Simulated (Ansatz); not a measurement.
# Chlorine (Cl2 molecule): adding exact exchange

Ansatz, plane waves with scalar-relativistic PAW, all at the revPBE geometry (bond 2.011 Å) on a 1×1×1 mesh, smearing 0.01 eV.

| functional | HOMO-LUMO gap (eV) | rough cost against revPBE |
| --- | --- | --- |
| revPBE | 2.94 | 1× |
| revPBE0 | 5.43 | 3× |

The molecule lies in a periodic box of 12 × 12.3 × 12.6 Å.
